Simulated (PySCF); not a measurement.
# Nuclear quadrupole coupling in ozone

Species: ozone, O3.
Geometry (PBE0-D3(BJ)/def2-TZVP, Å), atoms numbered from 1 in this order:
```
atom  x, y, z in Å
O1    -0.997   -0.261   -0.005
O2     0.031    0.428   -0.024
O3     1.126   -0.150   -0.025
```

Field gradients from the PBE0/pcSseg-2 density (PySCF, non-relativistic), principal values in atomic units, ordered |Vxx| ≤ |Vyy| ≤ |Vzz|:

| atom | Vxx | Vyy | Vzz |
| --- | --- | --- | --- |
| O1 | 0.7653 | 2.4860 | -3.2513 |
| O2 | 0.4771 | 1.3001 | -1.7771 |
| O3 | 0.7650 | 2.4864 | -3.2514 |

Problem. Find the asymmetry η = (Vxx − Vyy)/Vzz and the couplings χ = eQV/h (234.96 MHz × Q in barn × V in au), with Q(17O) = −0.0256 b.

Solution. 
```tsv
atom	environment	nucleus	η	χzz (MHz)	χxx (MHz)	χyy (MHz)
O1	oxygen bonded to O	17O	0.53	19.56	-4.60	-14.95
O2	oxygen bonded to 2 O	17O	0.46	10.69	-2.87	-7.82
O3	oxygen bonded to O	17O	0.53	19.56	-4.60	-14.96
```

The tensor is traceless: Vxx + Vyy + Vzz = 0.

Problem. What is Vzz at O3 in SI units (1 au = 9.71736 × 10²¹ V/m²)?

Solution. -3.2514 au = -31.595 × 10²¹ V/m².

Geometry: PBE0-D3(BJ)/def2-TZVP; no solvent, vibrations or thermal averaging.

These values come from a run that also computed NMR shieldings. Hardware: an Arm Neoverse V2 with one thread, shared host with 32 logical CPUs at a one-minute load of 12. Cost: 2.1 s wall, 0.36 GiB resident at most.
